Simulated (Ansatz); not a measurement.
## Two structures, one formula

Two relaxed structures of CH$_{6}$NSi (charge +1), closed shell (PBE0-D4/def2-TZVP; forces vanish, vibrations not checked).

A:

```csv
atom,x (Å),y (Å),z (Å)
N1,-0.7829,0.7540,-1.0416
C2,0.0296,0.6891,-0.0575
Si3,0.5680,-0.9409,0.8091
H4,-1.2074,-0.0803,-1.4382
H5,-1.0453,1.6351,-1.4763
H6,0.4182,1.6517,0.2785
H7,2.0344,-0.9562,0.6286
H8,-0.1543,-2.0102,0.0882
H9,0.1398,-0.7423,2.2092
```

B:

```
9
angstrom
N 0.0271 0.6423 -0.0543
C -0.7794 0.7288 -1.0340
Si 0.5651 -0.9133 0.8018
H -1.2241 -0.1740 -1.4454
H -1.0309 1.6940 -1.4666
H 0.4086 1.5257 0.2840
H 2.0260 -0.9181 0.6116
H -0.1762 -1.9430 0.0524
H 0.1293 -0.7036 2.1933
```

Ansatz 0.2.0; basis: def2-TZVPP; cores frozen in the correlated methods. B3LYP uses VWN-RPA correlation.

**Question.** Which structure is lower at CCSD(T), and by how much? (Judge from chemistry; the value comes from the calculation.)

**Answer.** The calculation gives: B, by 10.78 kcal/mol (electronic energy, against the other). By their contacts, A is CH₆NSi ([NH2][CH][SiH3]), total charge +1 and B is CH₆NSi ([CH2][NH][SiH3]), total charge +1.

All methods give the same order:

```tsv
method	E(B) − E(A) (kcal/mol)
PBE-D4	-7.55
r2SCAN-D4	-8.61
PBE0-D4	-8.28
B3LYP-D4	-9.61
wB97M-V	-9.47
HF	-11.54
MP2	-11.86
CCSD	-10.91
CCSD(T)	-10.78
```

T1 diagnostic: at most 0.016.

Labels in which every atom is bracketed show which atoms are joined, not bond orders.

For scale, one of the runs: CCSD(T)/def2-TZVPP, 188 basis functions, launched by `ansatz run in.yaml --threads 2 --pin off --events-out ev --progress --plain --max-ram 4352MiB`. Hardware: 2 CPU threads of an Arm Neoverse V2, shared host. Wall time 32 s; peak host memory 1.9 GiB.
